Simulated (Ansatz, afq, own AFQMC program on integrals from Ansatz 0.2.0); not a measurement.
Two steps: Ansatz 0.2.0 writes the Fock matrix and Cholesky factors of the valence space, and afq projects on them the lowest state that overlaps trial and start.

```yaml
crystal:
  periodic: [false, false, false]
  atoms:
    - {symbol: Si, position_ang: [0.000000, -0.044955, 0.000000]}
    - {symbol: H, position_ang: [0.000000, 0.626325, -1.132639]}
    - {symbol: H, position_ang: [0.000000, 0.626324, 1.132640]}
basis:
  gaussian: {orbitals: cc-pVDZ}
magnetization: {spin_polarized: true, initial_magnetization: 2}
correlation: {method: ccsd_t, electrons: outside_noble_gas, hamiltonian_folder: ham}
```

```sh
$ ansatz run in.yaml --threads 1 --pin off --events-out ev --progress --plain --max-ram 24576MiB --backend cuda --devices 0, --max-vram 18GiB
```

afq runs on the folder ham with

```
--method phaseless --trial cisd --walkers 4000 --populations 20 --least-time 60 --time-step 0.005 --steps-per-block 50 --equilibration-blocks 28 --max-blocks 4000 --target-error 0.00015 --factor-cut 1e-05 --start spin_pure --seed 1823 --release-times 0.24,0.51,0.99,1.62,2.4 --release-step 0.03 --release-every 3 --taylor-order 6
```

Times are imaginary, in 1/Eh. The walk had a cap of 122 s. With eight or more populations the least sampling time is a fifth of least-time, and the error comes from their spread.

Output of the walk:

```
orbitals 23  electrons 4 2  factors 162 of 271
reference energy -289.98711325 Eh
CCSD correlation -0.09290495 Eh in 9 cycles, weight of the determinant in the CISD state 0.9449
energy of the start -290.079982 Eh
 block  time / (1/Eh)  mean weight  energy / Eh
     1     0.250  0.9998  -290.079694
     2     0.500  0.9998  -290.079974
     3     0.750  1.0002  -290.080357
     4     1.000  1.0000  -290.080710
     5     1.250  1.0002  -290.081133
    12     3.000  1.0000  -290.081844
    19     4.750  1.0001  -290.082104
    26     6.500  1.0000  -290.081968
    33     8.250  1.0002  -290.082083
    40    10.000  0.9999  -290.082160
    46    11.500  1.0000  -290.082260
    47    11.750  0.9998  -290.082062
    54    13.500  0.9999  -290.082195
    61    15.250  1.0000  -290.081929
    68    17.000  1.0001  -290.082085
    75    18.750  1.0000  -290.082023
    77    19.250  0.9998  -290.081886
    78    19.500  1.0001  -290.081952
error from the spread of 20 populations
released: time / (1/Eh)  energy / Eh  error  mean overlap
  0.24  -290.082072  0.000020  0.9976
  0.51  -290.082086  0.000013  0.9981
  0.99  -290.082102  0.000014  0.9958
  1.62  -290.082132  0.000018  0.9912
  2.40  -290.082139  0.000021  0.9863
energy -290.082059 +/- 0.000025 Eh
(rows thinned)
```

The run passed its tests (sampling time, drift between the halves within three errors, error under three times the target), which doesn't prove that it has relaxed.

Against this walk (error 0.7 meV) on the same determinant: CCSD(T) 12.5 meV higher, CCSDT(Q) 1.1 meV lower (within the noise), CCSDTQ 1.2 meV lower (within the noise), full CI 1.2 meV lower (within the noise). The error is statistical and leaves out the bias of the constraint. Released to 2.40 1/Eh the energy lies 2.2 ± 0.9 meV (both errors) below the phaseless value, which shows part or all of the bias of the constraint, and full CI lies 0.9 meV above the released value.

Cautions: constraint bias not in the error; lower spins were not checked.

The walk took 28 s on 1 × NVIDIA H100 80GB HBM3 with 2 threads of AMD EPYC 7R13 Processor (Zen 3) (shared host) (the card was shared). The log's last line is the phaseless energy.

CCSDT and higher add their correlation energy to the determinant of the CCSD(T) run, since their own runs factorise the integrals more tightly (a shift of under 2 meV). A walk keeps the symmetry of its determinant, which the program's search chose and which needn't be the lowest solution, so a lower state of the same spin and another symmetry isn't excluded.
